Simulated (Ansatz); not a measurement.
`O=COCF`. Charge 0, multiplicity 1. The structure was optimised at the PBE0-D4/def2-TZVP level. It is one conformer, not always the lowest.

```xyz
8

O    -0.141   -1.787    0.188
C     0.633   -1.091   -0.389
O     0.574    0.254   -0.479
C    -0.477    0.878    0.208
F    -0.099    1.110    1.494
H     1.512   -1.442   -0.947
H    -1.364    0.244    0.215
H    -0.638    1.835   -0.288
```

Q: What is the dipole moment at r2SCAN/def2-TZVPP? (Best estimate.)

A: The calculation gave: 2.20 D, with components (0.10, 1.11, -1.89) D in this frame, pointing from negative to positive charge.

Q: And with PBE, B3LYP, ωB97M-V? (An estimate is asked.)

A: The calculation gave: PBE 2.10 D, B3LYP 2.24 D, ωB97M-V 2.23 D.

Q: Give the Mulliken charges with r2SCAN, PBE, ωB97M-V in def2-TZVPP. (Estimate.)

A: Ansatz gave: 
```
atom  r2SCAN    PBE  ωB97M-V
  O1   -0.30  -0.23    -0.29
  C2    0.28   0.16     0.24
  O3   -0.25  -0.17    -0.24
  C4    0.26   0.13     0.15
  F5   -0.22  -0.18    -0.21
  H6    0.07   0.09     0.11
  H7    0.08   0.10     0.12
  H8    0.06   0.10     0.12
```

B3LYP here is the variant with VWN-RPA as its local correlation; programs differ in this.
